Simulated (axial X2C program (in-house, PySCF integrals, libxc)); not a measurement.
**Bond lengths and stretching modes, held linear, of SiCN⁻**

Computed with an axial X2C code built on PySCF integrals: two-component X2C with atomic mean-field Coulomb and Gaunt terms, Gaussian nuclei, basis Si dyall-v3z, C dyall-v3z, N dyall-av3z with contracted cores. Spin-free rows use the one-electron spin-free X2C Hamiltonian.

Masses Si 27.977, C 12.000, N 14.003 u. States: 2c Ω = 1 (beyond evenly filled blocks: ω = -1/2, ω = 3/2); spin-free M_S = 1, Λ = 0 (beyond evenly filled blocks: π+α, π-α).

PBE, spin-free: energies above the lowest point

```tsv
r(Si–C) (Å)	r(C–N) (Å)	E (meV)
1.8301	1.1417	118.20
1.8301	1.1710	21.07
1.8301	1.2003	12.67
1.8770	1.1417	93.17
1.8770	1.1710	2.06
1.8770	1.2003	0.00
1.8770	1.2296	70.58
1.9239	1.1417	98.31
1.9239	1.1710	12.48
1.9239	1.2003	16.01
1.9708	1.1710	45.61
1.9708	1.2296	135.67
```

**Question.** Fit a quadratic surface with cubic terms in each bond: where is the minimum, and what are the two stretching wavenumbers?

**Answer.** At PBE, spin-free: bonds 1.877 and 1.186 Å; harmonic stretches 515.9 and 1982.5 cm⁻¹; force constants 2.13, 15 and coupling 0.65 mdyn/Å.

The other levels and Hamiltonians give:

```tsv
Hamiltonian	level	r(Si–C) (Å)	r(C–N) (Å)	lower stretch (cm⁻¹)	upper stretch (cm⁻¹)
2c	PBE0	1.875	1.171	518.0	2087.1
2c	HF	1.918	1.147	462.0	2082.2
2c	PBE	1.877	1.186	515.8	1982.5
spin-free	PBE0	1.875	1.171	518.1	2087.1
spin-free	HF	1.917	1.147	462.3	2081.7
```

Each state is one determinant, the lowest of a limited PBE0 search; the stretches come from a fit to these few points and carry an uncertainty of a few per cent. Other orders of the atoms were not compared. Left out for rough or failed fits: MP2 2c, MP2 spin-free. For an anion the highest level of a functional can be positive, and the basis then holds the extra electron. The molecule was held linear; bending was not examined, so a bent shape may lie lower. Open-shell Ω = 0 determinants with evenly filled partner blocks cannot be reached by this program, so the Ω shown need not be the lowest component. Note: several unpaired electrons, one determinant need not be a pure state.
